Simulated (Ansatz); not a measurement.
Aluminium trichloride (monomer). The species carries charge 0 and has multiplicity 1.

```xyz
4

Cl   -2.0134    0.3550    0.3156
Al    0.0000    0.0000    0.0000
Cl    1.0397    1.1134   -1.3997
Cl    0.9738   -1.4684    1.0841
```

What are the harmonic wavenumbers in cm⁻¹ at PBE0-D4/def2-TZVP (Ansatz, finite differences of forces, unscaled)? (Best estimate.)

Ansatz gave: 144, 144, 202, 386, 626, 626.

Is this a minimum?

Yes, all 6 modes are real.

Give the ideal-gas thermochemistry at 298.15 K and 1 bar (rigid rotor, harmonic oscillator; point group D3h, symmetry number 6).

Zero-point energy 12.7 kJ/mol; H(298) − E = 29.2 kJ/mol; entropy 313.6 J/(mol·K), of which translation 169.9, rotation 104.2, vibration 39.5; G(298) − E = -64.3 kJ/mol.

And at 400, 500, 600, 800 and 1000 K?


```
T (K)  H − E (kJ/mol)  S (J/mol/K)  G − E (kJ/mol)
  400            36.7        335.2           -97.4
  500            44.4        352.4          -131.8
  600            52.2        366.8          -167.8
  800            68.3        389.9          -243.6
 1000            84.6        408.0          -323.4
```

Rotational constants (cm⁻¹)?

0.07407, 0.07407, 0.03704.
